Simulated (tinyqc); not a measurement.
Inside a calculation. Method: MP2 on RHF in the sto-6g basis, for HF, spin multiplicity 1. One step of it, computed by the program tinyqc.

Problem. Second-order Moller-Plesset energy. E2 = sum_ijab (ia|jb) [2 (ia|jb) - (ib|ja)] / (e_i + e_j - e_a - e_b) over occupied i, j and virtual a, b; the opposite-spin part is (ia|jb)^2 / denominator, the rest is same-spin, and SCS-MP2 scales them by 6/5 and 1/3.

orbital energies (hartree): MO1 -26.259682, MO2 -1.434551, MO3 -0.510995, MO4 -0.471579, MO5 -0.471579, MO6 0.390956

Two-electron integrals over orbitals (pq|rs), unique and non-zero (hartree):
```
(11|11) 5.382234    (21|11) -0.532244   (21|21) 0.084847    (22|11) 1.247567
(22|21) -0.023802   (22|22) 0.873055    (31|11) 0.113194    (31|21) -0.017409
(31|22) 0.007657    (31|31) 0.018930    (32|11) -0.128688   (32|21) 0.006016
(32|22) -0.043598   (32|31) 0.020644    (32|32) 0.140046    (33|11) 0.911592
(33|21) -0.008467   (33|22) 0.707408    (33|31) -0.002816   (33|32) -0.019745
(33|33) 0.693373    (41|41) 0.030359    (42|41) 0.039909    (42|42) 0.188551
(43|41) -0.007670   (43|42) -0.030177   (43|43) 0.037296    (44|11) 1.265985
(44|21) -0.014133   (44|22) 0.895046    (44|31) 0.002887    (44|32) -0.068651
(44|33) 0.694104    (44|44) 0.998085    (51|51) 0.030359    (52|51) 0.039909
(52|52) 0.188551    (53|51) -0.007670   (53|52) -0.030177   (53|53) 0.037296
(54|54) 0.053789    (55|11) 1.265985    (55|21) -0.014133   (55|22) 0.895046
(55|31) 0.002887    (55|32) -0.068651   (55|33) 0.694104    (55|44) 0.890506
(55|55) 0.998085    (61|11) 0.121426    (61|21) -0.020328   (61|22) 0.002819
(61|31) -0.011858   (61|32) -0.023664   (61|33) 0.006661    (61|44) 0.003103
(61|55) 0.003103    (61|61) 0.021611    (62|11) -0.175029   (62|21) 0.004812
(62|22) -0.094573   (62|31) -0.020054   (62|32) -0.072313   (62|33) -0.025122
(62|44) -0.092684   (62|55) -0.092684   (62|61) 0.018316    (62|62) 0.091489
(63|11) -0.409998   (63|21) 0.006403    (63|22) -0.225969   (63|31) 0.001699
(63|32) 0.083607    (63|33) -0.099610   (63|44) -0.237144   (63|55) -0.237144
(63|61) -0.004756   (63|62) 0.040702    (63|63) 0.221873    (64|41) -0.007608
(64|42) -0.030798   (64|43) -0.021263   (64|64) 0.029170    (65|51) -0.007608
(65|52) -0.030798   (65|53) -0.021263   (65|65) 0.029170    (66|11) 0.847702
(66|21) -0.008648   (66|22) 0.646411    (66|31) 0.011097    (66|32) 0.050907
(66|33) 0.654820    (66|44) 0.628077    (66|55) 0.628077    (66|61) -0.007742
(66|62) -0.056836   (66|63) -0.021469   (66|66) 0.685503
```

Hartree-Fock energy = -99.45825599 hartree

Give: Terms; Pair energies; MP2 correlation energy; SCS-MP2 correlation energy; MP2 total energy.

Solution.

Terms:
```
i  j  a  b  (ia|jb)  (ib|ja)  denominator       term
3  3  6  6   0.2219   0.2219      -1.8039    -0.0273
2  2  6  6   0.0915   0.0915      -3.6510    -0.0023
2  3  6  6   0.0407   0.0407      -2.7275    -0.0006
3  2  6  6   0.0407   0.0407      -2.7275    -0.0006
5  5  6  6   0.0292   0.0292      -1.7251  -4.93e-04
4  4  6  6   0.0292   0.0292      -1.7251  -4.93e-04
2  1  6  6   0.0183   0.0183     -28.4761  -1.18e-05
1  2  6  6   0.0183   0.0183     -28.4761  -1.18e-05
1  1  6  6   0.0216   0.0216     -53.3013  -8.76e-06
3  1  6  6  -0.0048  -0.0048     -27.5526  -8.21e-07
1  3  6  6  -0.0048  -0.0048     -27.5526  -8.21e-07
```

Pair energies (hartree; pair i-j sums ij and ji):
```
pair  opposite spin  same spin
1-1       -8.76e-06     0.0000
2-1       -2.36e-05     0.0000
2-2         -0.0023     0.0000
3-1       -1.64e-06     0.0000
3-2         -0.0012     0.0000
3-3         -0.0273     0.0000
4-4       -4.93e-04     0.0000
5-5       -4.93e-04     0.0000
```

MP2 correlation energy = -0.031817 hartree

SCS-MP2 correlation energy = -0.038181 hartree

MP2 total energy = -99.490073 hartree
